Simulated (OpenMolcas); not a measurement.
**F₂⁻ at 1.728 Å: OpenMolcas input and output**

Input (each module block was a call of its own in one work directory; start orbitals came from a preliminary run):

```
&GATEWAY
Coord
2
angstrom
F 0.0 0.0 0.0
F 0.0 0.0 1.7280
Basis=ANO-RCC-VTZP
Group=XY
RX2C
AMFI
ANGMom
0.0 0.0 0.0
RICD
&SEWARD
&GUESSORB
* RASSCF and CASPT2 blocks for each multiplicity and irrep, as for the first:
&RASSCF
FileOrb=$CurrDir/o21.orb
Symmetry=1
Spin=2
nActEl=11 0 0
Inactive=4 0
RAS2=2 4
CIRoot=2 2 1
Linear
Iterations=120 100
OrbListing=Nothing
PRWF=0.15
>>COPY $Project.RasOrb $CurrDir/o21.orb
>>COPY $Project.rasscf.h5 $CurrDir/r21.h5
&CASPT2
XMultistate=all
Imaginary=0.2
IPEA=0.25
MaxIter=40
>>COPY $Project.JobMix JOB001
&RASSI
Nr of JobIphs=1 2
1 2
SpinOrbit
EJob
Omega
MEES
MESO
Properties=4
'AngMom' 3 'Mltpl  1' 1 'Mltpl  1' 2 'Mltpl  1' 3
Thrs=1.0d-4
>>COPY $Project.rassi.h5 $CurrDir/so.h5
```

```bash
pymolcas m.inp
```

C2 symmetry about the axis (a holds Σ, Δ, Γ; b holds Π, Φ, H; Σ⁺ and Σ⁻ are not told apart); roots by multiplicity and irrep: 2a 2.

RASSI part of the output, in excerpt:

```
SPIN-FREE ENERGIES:
  (Shifted by EMIN (a.u.) =       -199.5887340713)
 SF State       Relative EMIN(au)   Rel lowest level(eV)    D:o, cm**(-1)      Abs_M
     1             0.0000000000        0.0000000000              0.0000         0.0
     2             0.1950872714        5.3085950941          42816.7070         0.0
++ Dipole transition strengths (spin-free states):
     for osc. strength at least  1.00000000E-05
      From   To        Osc. strength     Einstein coefficients Ax, Ay, Az (sec-1)    Total A (sec-1)
         1    2       3.65295051E-01  0.00000000E+00  0.00000000E+00  4.46696490E+08  4.46696490E+08
 Electric-quadrupole - electric-quadrupole not included
 Electric-dipole - electric-octupole not included
 Electric-dipole - magnetic-quadrupole not included
   Eigenvalues of complex Hamiltonian:
  (Shifted by EMIN (a.u.) =       -199.5887340713)
 SO State       Relative EMIN(au)   Rel lowest level(eV)    D:o, cm**(-1)      Omega
     1             0.0000000000        0.0000000000              0.0000         0.5
     2             0.0000000000        0.0000000000              0.0000         0.5
     3             0.1950872714        5.3085950941          42816.7070         0.5
     4             0.1950872714        5.3085950941          42816.7070         0.5
 Weights of the five most important spin-orbit-free states for each spin-orbit state.
 SO State  Total energy (au)           Spin-free states, spin, and weights
    1         0.000000       1 0.5  1.0000    2 0.5  0.0000
    2         0.000000       1 0.5  1.0000    2 0.5  0.0000
    3         0.195087       2 0.5  1.0000    1 0.5  0.0000
    4         0.195087       2 0.5  1.0000    1 0.5  0.0000
++ Dipole transition strengths (SO states):
        for osc. strength at least   1.00000000E-05
      From   To        Osc. strength     Einstein coefficients Ax, Ay, Az (sec-1)    Total A (sec-1)
         1    3       3.65295051E-01  0.00000000E+00  0.00000000E+00  4.46696490E+08  4.46696490E+08
         2    4       3.65295051E-01  0.00000000E+00  0.00000000E+00  4.46696490E+08  4.46696490E+08
 Electric-quadrupole - electric-quadrupole not included
 Electric-dipole - electric-octupole not included
 Electric-dipole - magnetic-quadrupole not included
```

g and u states are not told apart. Only roots inside an energy window near the equilibrium distance were included, so the list of states is not complete; labels number the states computed. Each spin and symmetry block has orbitals of its own, averaged over its own roots, so gaps between blocks are less sure than gaps within one and near the minimum can be off by tenths of an eV, in bad cases by more. No Rydberg orbitals are active, so Rydberg states, and σ→σ* states whose orbital the CASSCF left unused, can be missing between those listed. For an anion, states above the electron-detachment threshold (often below 1 to 3 eV) are held by the basis set and are not bound levels. No roots were computed in block 2b (none fell in the window or the block failed), so states of that kind are missing and can lie low or lowest.
